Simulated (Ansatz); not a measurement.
# Correlation methods on CH4, singlet

Computed with Ansatz's Gaussian-basis code (development build); BCCD by scripts on PySCF. Settings: cc-pVDZ; 1 core orbital frozen; no relativity. Perturbation and coupled-cluster methods stand on the Hartree–Fock determinant that coupled cluster favours (restricted). 

Geometry (Å):

```csv
atom,x (Å),y (Å),z (Å)
C,0.0000,0.0000,0.0000
H,0.6278,0.6278,0.6278
H,-0.6278,-0.6278,0.6278
H,0.6278,-0.6278,-0.6278
H,-0.6278,0.6278,-0.6278
```

Correlation energy of CCSD(T), then each method's total less that of CCSD(T), in eV:

| case | E corr CCSD(T) | BCCD | BCCD(T) | determinant |
| --- | --- | --- | --- | --- |
| RHF | -5.123 | +0.104 | 0.000 | – |

(1) Give CCSDT(Q) less CCSD(T). Is CCSD(T) good to 1 kcal/mol?

Results:

(1) RHF: -0.015 eV (within).
